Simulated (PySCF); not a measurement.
Species: C₅H₉N.
Geometry (PBE0-D3(BJ)/def2-SVP, Å), atoms numbered from 1 in this order:
```xyz
15
C5H9N angstrom
C      0.8157    1.2387    0.0526
C     -0.1216    0.0276    0.1502
C     -0.9596   -0.1059   -1.1280
C      0.6863   -1.2545    0.3956
C     -1.0312    0.2317    1.2892
N     -1.7422    0.3870    2.1895
H      0.2486    2.1677   -0.1054
H      1.4147    1.3524    0.9678
H      1.5030    1.1044   -0.7968
H     -1.6447   -0.9640   -1.0669
H     -0.2924   -0.2564   -1.9906
H     -1.5573    0.7997   -1.3074
H      1.2812   -1.1793    1.3173
H      0.0264   -2.1300    0.4815
H      1.3731   -1.4193   -0.4485
```

The closed-shell ground state was solved at several levels (PySCF, density fitting, gas phase, non-relativistic).

```tsv
level	basis functions	HOMO (eV)	LUMO (eV)	gap (eV)	dipole (D)
PBE0/aug-cc-pVDZ	219	-9.16	-0.28	8.88	4.17
BHandHLYP/pcJ-1	252	-10.39	1.65	12.04	4.20
PBE/pcSseg-1	147	-7.83	-0.04	7.79	3.99
CAM-B3LYP/pcJ-1	252	-10.60	1.81	12.41	4.10
PBE0/6-31G*	102	-8.91	1.43	10.34	3.97
wB97X-D/def2-SVPD	192	-11.14	2.02	13.16	4.20
CAM-B3LYP/def2-SVPD	192	-10.66	1.02	11.68	4.17
LDA/pcSseg-1	147	-8.04	-0.30	7.74	4.08
B97-2/pcSseg-1	147	-8.91	0.97	9.88	4.10
KT2/pcJ-1	252	-7.82	-0.06	7.76	3.95
PBE0/6-311+G(2d,p)	216	-9.18	0.04	9.22	4.19
PBE0/def2-TZVP	240	-9.15	0.65	9.80	4.14
```

**Question.** What might B3LYP/pcJ-0 (105 basis functions) give for the same quantities?

**Answer.** HOMO -9.11 eV, LUMO 0.99 eV, gap 10.10 eV, dipole 3.81 D.

**Question.** Over all these levels, which gives the widest orbital gap and which the narrowest?

**Answer.** wB97X-D/def2-SVPD (range-separated hybrid) has the widest, 13.16 eV, and LDA/pcSseg-1 (LDA) the narrowest, 7.74 eV. Functional and basis both differ between the two, so the spread mixes both effects.

**Question.** How much does the basis alone move the frontier levels among the 4 PBE0 rows?

**Answer.** The HOMO by 0.27 eV and the LUMO by 1.71 eV. By rising basis size (HOMO, LUMO in eV): 6-31G* -8.91, 1.43; 6-311+G(2d,p) -9.18, 0.04; aug-cc-pVDZ -9.16, -0.28; def2-TZVP -9.15, 0.65.

**Question.** How far do the dipole and the HOMO energy spread over the levels?

**Answer.** The dipole runs from 3.81 to 4.20 D (mean 4.08 D) and the HOMO from -11.14 to -7.82 eV.
